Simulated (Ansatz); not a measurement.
Two shapes of triplet C4H6.

Shape 1:

```xyz
10

C     0.0000    0.0000    0.0000
C     1.4100    0.0000    0.0000
C    -0.7050    1.2211    0.0000
C    -0.7050   -1.2211    0.0000
H     1.9714   -0.9343    0.0000
H     1.9714    0.9343    0.0000
H    -1.7948    1.2401    0.0000
H    -0.1766    2.1744    0.0000
H    -1.7948   -1.2401    0.0000
H    -0.1766   -2.1744    0.0000
```

Shape 2:

```xyz
10

C     0.0099    0.0436   -0.0224
C     1.3973   -0.0464    0.0074
C    -0.7281    1.2056   -0.0411
C    -0.6992   -1.2062    0.0457
H     1.9576   -0.8907   -0.0080
H     1.9867    0.9069   -0.0392
H    -1.7582    1.2712    0.0080
H    -0.1776    2.1782    0.0500
H    -1.8456   -1.2567   -0.0129
H    -0.1911   -2.1629   -0.0450
```

Basis set: 6-31G* (spherical functions). Correlated methods keep 4 orbitals frozen. Charge 0, multiplicity 3.

Computed with Ansatz (development build ahead of 0.2.0); each method stands on the lowest determinant of its kind that the runs found.

Task: Which shape is lower in energy, and by how much in each method?

Result:

| method | E(2) − E(1) (eV) |
| --- | --- |
| UHF | 0.425 |
| UHF-MP2 | 0.414 |

Shape 1 is lower. Caution: the unrestricted determinant is spin contaminated.
